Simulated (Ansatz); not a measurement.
CH4Li (charge +1), singlet: a pair in one relaxed arrangement.

in.yaml

```yaml
crystal:
  periodic: [false, false, false]
  atoms:
    - {symbol: Li, position_ang: [0.004296, 0.059966, -1.802996]}
    - {symbol: C, position_ang: [-0.000796, -0.010769, 0.321710]}
    - {symbol: H, position_ang: [-1.055006, -0.055410, 0.020130]}
    - {symbol: H, position_ang: [0.480096, 0.939169, 0.055763]}
    - {symbol: H, position_ang: [0.574334, -0.886917, -0.003708]}
    - {symbol: H, position_ang: [-0.002927, -0.046141, 1.409201]}
basis:
  gaussian: {orbitals: "def2-TZVPPD.json"}
total_charge: 1
hamiltonian: {xc: pbe0, dispersion: d4}
output: {orbitals: {seedname: orbitals}}
```

The basis file named in the input lies beside it (Basis Set Exchange, JSON).

Launched with

```bash
ansatz run in.yaml --threads 2 --pin off --events-out ev --progress --plain --max-ram 5222MiB
```

The run's output (Ansatz 0.2.0):

```
Functional definition: PBE0
  name "PBE0"
  cite "Adamo & Barone, J. Chem. Phys. 110, 6158 (1999) doi:10.1063/1.478522"
  cite "Perdew, Burke & Ernzerhof, Phys. Rev. Lett. 77, 3865 (1996) doi:10.1103/PhysRevLett.77.3865"
  parent pbe
  parameter a = 0.25
  parameter kappa = 0.804
  parameter beta = 0.06672455060314922
  exchange = (1 - a)*pbe_x(kappa = kappa, mu = beta*pi^2/3) + a*exact_x
  correlation = pbe_c(beta = beta)
566 factors; their error is unknown
mean field evaluation 1: about -1287.3120 eV, gradient 7.6e1 eV
mean field evaluation 2: about -1286.4041 eV, gradient 6.9e1 eV
mean field evaluation 4: about -1299.6168 eV, gradient 3.3e-1 eV
mean field evaluation 8: about -1299.6076 eV, gradient 3.6e-1 eV
mean field -1299.60773619 eV, -47.7597033994 hartree, gradient 1.1e-5 eV, S^2 0.000000; 0 other end points of the search recorded, 0 dependent functions left out
reference -1299.60775811 eV, -47.7597042047 hartree; 6, 6 occupied and 121, 121 virtual orbitals, 566 factors
Total energy: -1299.63383105 eV, -47.7606623675 hartree
```

The lines “mean field evaluation” count trial sets of orbitals through the whole run, from several starts and some on an approximate energy, so they need not fall steadily or lie above the final value.

The run took about 0.5 s on 2 CPU threads (shared host).
